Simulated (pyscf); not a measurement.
`[Cl][BH][Cl]` + `[H][H]` → `[Cl][BH][Cl]` + `[H][H]` (four-centre exchange; singlet surface; B–H, H–H broken, B–H, H–H formed). Optimised with ωB97X-D3(BJ)/def2-SVP in PySCF. Energies in kJ/mol from the separated reactants.

```
level                   barrier  reaction energy
----------------------  -------  ---------------
ωB97X-D3(BJ)/def2-TZVP      [?]              0.0
PBE/def2-TZVP              95.3              0.0
B3LYP-D3(BJ)/def2-TZVP    121.1              0.0
PBE0-D3(BJ)/def2-TZVP      96.6              0.0
M06-2X/def2-TZVP            [?]              0.0
ωB97M-D3(BJ)/def2-TZVP    115.9              0.0
```

Question: Fill in the missing entries.

Answer: 
- ωB97X-D3(BJ)/def2-TZVP, barrier: 116.9
- M06-2X/def2-TZVP, barrier: 124.6

The functionals in the table span 29.3 kJ/mol in this barrier, from PBE to M06-2X. At the saddle there is also a short B–H contact that neither side keeps. This is the saddle that the search found; another between the same sides may lie lower.
